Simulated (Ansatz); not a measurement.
# C₄H₇ClO: a ladder of functionals and wavefunction methods

An exercise on one series of results from a longer session: the logs are not shown, and one member is left open.

Program: Ansatz 0.2.0, Gaussian basis. Level of theory: functionals in def2-TZVPP, the program's frozen cores in correlated methods. These are calculated values, not measurements.

Plan: PBE-D4, r2SCAN-D4, PBE0-D4, B3LYP-D4, ωB97X-V, ωB97M-V, B2PLYP; CCSD(T)/def2-TZVPP; MP2/def2-QZVPP; extrapolation to the limit.

## The geometry

An earlier PBE0-D4 in a triple-zeta def2 set relaxation fixed the geometry.

SMILES `C=COCCCl`, 13 atoms, charge 0, spin multiplicity 1.

Atoms are counted from 1 here; the program's logs count them from 0.

Bond lengths: C1–C2 1.329 Å, C1–H7 1.081 Å, C1–H8 1.081 Å, C2–O3 1.345 Å, C2–H9 1.084 Å, O3–C4 1.406 Å, C4–C5 1.502 Å, C4–H10 1.100 Å, C4–H11 1.096 Å, C5–Cl6 1.779 Å, C5–H12 1.089 Å, C5–H13 1.089 Å. Angles: C2–C1–H7 118.6°, C2–C1–H8 123.8°, H7–C1–H8 117.6°, C1–C2–O3 128.0°, C1–C2–H9 121.9°, O3–C2–H9 110.1°, C2–O3–C4 116.7°, O3–C4–C5 108.8°, O3–C4–H10 109.9°, O3–C4–H11 110.4°, C5–C4–H10 108.8°, C5–C4–H11 110.7°, H10–C4–H11 108.2°, C4–C5–Cl6 112.2°, C4–C5–H12 110.7°, C4–C5–H13 109.9°, Cl6–C5–H12 107.2°, Cl6–C5–H13 107.2° and more.

The first run:

in.yaml

```yaml
crystal:
  periodic: [false, false, false]
  atoms:
    - {symbol: C, position_ang: [1.000114, 0.892469, -1.790431]}
    - {symbol: C, position_ang: [0.918212, 1.297240, -0.526924]}
    - {symbol: O, position_ang: [0.254147, 0.715525, 0.488281]}
    - {symbol: C, position_ang: [-0.424572, -0.480078, 0.194856]}
    - {symbol: C, position_ang: [-1.072077, -0.990389, 1.450175]}
    - {symbol: Cl, position_ang: [0.122481, -1.558592, 2.640131]}
    - {symbol: H, position_ang: [1.581536, 1.481552, -2.485440]}
    - {symbol: H, position_ang: [0.519245, 0.000810, -2.168282]}
    - {symbol: H, position_ang: [1.413853, 2.197294, -0.180175]}
    - {symbol: H, position_ang: [-1.206115, -0.292581, -0.555587]}
    - {symbol: H, position_ang: [0.270688, -1.223516, -0.212375]}
    - {symbol: H, position_ang: [-1.656727, -0.205904, 1.929246]}
    - {symbol: H, position_ang: [-1.720784, -1.833840, 1.216527]}
basis:
  gaussian: {orbitals: def2-TZVPP}
hamiltonian: {xc: pbe, dispersion: d4}
output: {forces: true, orbitals: {seedname: orbitals}}
```

Started as:

```console
ansatz run in.yaml --threads 2 --pin off --events-out ev --progress --plain --max-ram 32768MiB --backend cuda --devices 0, --max-vram 18GiB
```

Steps of the session up to this table: PBE-D4 (GGA); r2SCAN-D4 (meta-GGA); PBE0-D4 (hybrid); B3LYP-D4 (hybrid); ωB97X-V (range-separated); ωB97M-V (range-separated); B2PLYP (double hybrid); CCSD(T) in def2-TZVPP; MP2 in def2-QZVPP.

One of the session's tables, all rows but one given; the rest of the session is left out.

| method | atomisation energy (kcal/mol) |
| --- | --- |
| PBE-D4 | 1263.7 |
| r2SCAN-D4 | 1233.2 |
| PBE0-D4 | 1238.5 |
| B3LYP-D4 | 1227.1 |
| ωB97X-V | 1229.1 |
| ωB97M-V | 1232.1 |
| B2PLYP | 1215.1 |
| HF/def2-TZVPP | 890.3 |
| MP2/def2-TZVPP | ? |
| CCSD/def2-TZVPP | 1176.2 |
| CCSD(T)/def2-TZVPP | 1196.4 |
| MP2/CBS | 1250.6 |
| CCSD(T)/CBS | 1226.8 |

Q: Estimate the row for MP2/def2-TZVPP from the others.

**Answer.** atomisation energy (kcal/mol): 1220.2. In the column «atomisation energy (kcal/mol)» it lies between B2PLYP (1215.1) and CCSD(T)/CBS (1226.8).

Limits of these values: Free atoms (4 C, 1 O, 1 Cl, 7 H) were run apart at each level; the atomisation energy is their sum less the molecule, without zero-point or spin-orbit terms.
